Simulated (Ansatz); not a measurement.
Input file:

```yaml
crystal:
  periodic: [false, false, false]
  atoms:
    - {symbol: N, position_ang: [0.134850, -0.082363, 1.473058]}
    - {symbol: Ga, position_ang: [-0.030024, 0.042315, -0.337200]}
    - {symbol: H, position_ang: [0.046596, -0.977539, 1.983834]}
    - {symbol: H, position_ang: [0.129705, 0.632052, 2.112333]}
    - {symbol: H, position_ang: [0.026646, -1.437030, -1.240949]}
basis:
  gaussian: {orbitals: cc-pVDZ}
magnetization: {spin_polarized: true, initial_magnetization: 1}
correlation: {method: bccd, electrons: outside_noble_gas, diis_vectors: 12}
scf: {omitted_lower_state_checks: [cluster_reference]}
```

```sh
$ ansatz run in.yaml --threads 1 --pin off --events-out ev --progress --plain --max-ram 2393MiB
```

Problem. Roughly how long does this take on 1 thread of Arm Neoverse V2, shared host, and how much host memory?

Solution. 1.4 s wall and 0.16 GiB.

```
these checks for a lower state are left out or cut short: cluster_reference
587 factors; integrals over basis functions are off by at most 1.4e-3 eV
mean field evaluation 1: about -53858.8481 eV, gradient 2.3e1 eV
mean field evaluation 2: about -53858.8752 eV, gradient 2.3e1 eV
mean field evaluation 4: about -53861.7411 eV, gradient 2.1e0 eV
mean field evaluation 8: about -53861.8417 eV, gradient 8.2e-3 eV
mean field -53861.84167363 eV, -1979.3861726383 hartree, gradient 2.3e-6 eV, S^2 0.761614; 0 other end points of the search recorded, 0 dependent functions left out
15 core orbitals not correlated: weight in the atoms' cores, before any rotation towards them, 0.934 or more for the frozen orbitals, at most 0.067 for the correlated occupied ones
reference -53861.84167363 eV, -1979.3861726383 hartree; 6, 5 occupied and 35, 36 virtual orbitals, 587 factors
second order -6.18426138 eV of doubles, -0.00000000 eV of singles
cycle   1  -6.53109671 eV  change   -3.5e-1 eV  update   7.2e-2
cycle   2  -6.72706779 eV  change   -2.0e-1 eV  update   2.6e-2
cycle   3  -6.79167170 eV  change   -6.5e-2 eV  update   1.7e-2
cycle   4  -6.78543923 eV  change    6.2e-3 eV  update   5.9e-3
cycle   5  -6.78231655 eV  change    3.1e-3 eV  update   2.9e-3
cycle   6  -6.78195652 eV  change    3.6e-4 eV  update   1.1e-3
cycle   7  -6.78197255 eV  change   -1.6e-5 eV  update   4.5e-4
cycle   8  -6.78198315 eV  change   -1.1e-5 eV  update   2.1e-4
cycle   9  -6.78205632 eV  change   -7.3e-5 eV  update   9.1e-5
cycle  10  -6.78205056 eV  change    5.8e-6 eV  update   3.7e-5
cycle  11  -6.78204927 eV  change    1.3e-6 eV  update   1.5e-5
cycle  12  -6.78204980 eV  change   -5.3e-7 eV  update   6.7e-6
Total energy: -53868.62372343 eV, -1979.6354083714 hartree
Checks for a lower state left out: cluster_reference
```
